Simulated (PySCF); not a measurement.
What binds CO⁺: the parts of the energy along the bond

State: ²Σ⁺, doublet, unpaired electrons σ ↑. ROHF-based CCSD(T) in PySCF 2.14 with C cc-pVTZ, O cc-pVTZ and C cc-pVQZ, O cc-pVQZ (frozen core orbitals: 2; no relativity). Correlation energies are extrapolated as n⁻³ (n = 3, 4), Hartree–Fock as (n+1)·exp(−9√n). CV is the change on freezing 0 orbitals instead, in C cc-pwCVTZ, O cc-pwCVTZ. SR is the spin-free X2C energy in C cc-pVTZ-DK, O cc-pVTZ-DK less the non-relativistic one in C cc-pVTZ, O cc-pVTZ. All energies in eV from C⁺ + O.

```
 R (Å)  HF/CBS  CCSD corr.      (T)       CV      SR   total
0.9783  -4.433      -2.070  -0.2358  -0.0995  0.0060  -6.832
1.0228  -5.201      -2.256  -0.2795  -0.0834  0.0084  -7.812
1.0673  -5.474      -2.454  -0.3291  -0.0695  0.0099  -8.316
1.1117  -5.381      -2.659  -0.3846  -0.0574  0.0109  -8.470
1.1562  -5.020      -2.869  -0.4464  -0.0468  0.0113  -8.371
1.2118  -4.312      -3.133  -0.5318  -0.0355  0.0112  -8.001
1.2674  -3.429      -3.387  -0.6248  -0.0259  0.0107  -7.455
```

A fit to the total gives Re = 1.1141 Å, De = 8.471 eV, ωe = 2227.7 cm⁻¹, Be = 1.981 cm⁻¹ (masses 12.0000 and 15.9949 u).

Task: At R = 1.1117 Å the CCSD correlation energy is -0.336030 hartree in the smaller basis and -0.355673 in the larger. Extrapolate it.

Result: (4³·E4 − 3³·E3)/(4³ − 3³) = -0.37001 hartree; the larger basis holds 96.1 % of it.

The T1 diagnostic is 0.035. The state was picked by a PBE0 search and need not be the measured ground state. Spin–orbit coupling, excitations beyond (T) and corrections to the Born–Oppenheimer picture are left out.
